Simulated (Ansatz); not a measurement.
# SO (triplet): a ladder of functionals and wavefunction methods

One table from this session's results is given with a row withheld; the runs are named, their logs left out.

Method: functionals in def2-TZVPP, the program's frozen cores in correlated methods; program: Ansatz 0.2.0, Gaussian basis.

Plan: LDA (SPW92), PBE-D4, revPBE-D4, BLYP-D4, r2SCAN-D4, B97M-V, PBE0-D4, B3LYP-D4, r2SCANh-D4, r2SCAN0-D4, HSE06-D4, BHLYP-D4, CAM-B3LYP-D4, LC-ωPBE, ωB97X-V, ωB97M-V, B2PLYP, PBE-QIDH; CCSD(T)/def2-SVP; CCSD(T)/def2-TZVPP; CCSD(T)/def2-QZVPP; extrapolation to the limit; RPA on PBE.

### The relaxed structure

All runs share one geometry, relaxed beforehand with PBE0-D4 in a triple-zeta def2 set.

SMILES `O=S m3`, 2 atoms, charge 0, spin multiplicity 3.

Atoms are counted from 1 here; the program's logs count them from 0.

Bond lengths: O1–S2 1.480 Å.

The first run:

in.yaml reads:

```yaml
crystal:
  periodic: [false, false, false]
  atoms:
    - {symbol: O, position_ang: [-0.000000, -0.000000, -0.993769]}
    - {symbol: S, position_ang: [0.000000, 0.000000, 0.485773]}
basis:
  gaussian: {orbitals: def2-TZVPP}
magnetization: {spin_polarized: true, initial_magnetization: 2}
hamiltonian: {xc: lda}
output: {orbitals: {seedname: orbitals}}
```

Command:

```sh
ansatz run in.yaml --threads 2 --pin off --events-out ev --progress --plain --max-ram 32768MiB --backend cpu
```

Steps of the session up to this table: LDA; PBE-D4 (GGA); revPBE-D4 (GGA); BLYP-D4 (GGA); r2SCAN-D4 (meta-GGA); B97M-V (meta-GGA); PBE0-D4 (hybrid); B3LYP-D4 (hybrid); r2SCANh-D4 (hybrid); r2SCAN0-D4 (hybrid); HSE06-D4 (hybrid); BHLYP-D4 (hybrid); CAM-B3LYP-D4 (range-separated); LC-ωPBE (range-separated); ωB97X-V (range-separated); ωB97M-V (range-separated); B2PLYP (double hybrid); PBE-QIDH (double hybrid).

One of the session's tables, all rows but one given; the rest of the session is left out.

It belongs to the step «Frontier levels by functional». 

| functional | HOMO (eV) | LUMO (eV) | gap (eV) |
| --- | --- | --- | --- |
| LDA (SPW92) | -6.05 | -4.63 | 1.42 |
| PBE-D4 | -6.00 | -4.28 | 1.71 |
| revPBE-D4 | ? | ? | ? |
| BLYP-D4 | -5.84 | -4.24 | 1.60 |
| r2SCAN-D4 | -6.48 | -3.98 | 2.50 |
| B97M-V | -6.35 | -4.14 | 2.21 |
| PBE0-D4 | -7.58 | -3.16 | 4.42 |
| B3LYP-D4 | -7.25 | -3.53 | 3.73 |
| r2SCANh-D4 | -7.06 | -3.55 | 3.51 |
| r2SCAN0-D4 | -7.93 | -2.91 | 5.02 |
| HSE06-D4 | -7.17 | -3.55 | 3.62 |
| BHLYP-D4 | -9.00 | -2.02 | 6.98 |
| CAM-B3LYP-D4 | -8.95 | -2.02 | 6.94 |
| LC-ωPBE | -10.39 | -0.67 | 9.72 |
| ωB97X-V | -9.91 | -0.94 | 8.97 |
| ωB97M-V | -9.62 | -1.05 | 8.57 |

Estimate the missing values for revPBE-D4.

The run gave: HOMO (eV): -5.96; LUMO (eV): -4.20; gap (eV): 1.76. In the column «HOMO (eV)» it lies between PBE-D4 (-6.00) and BLYP-D4 (-5.84).
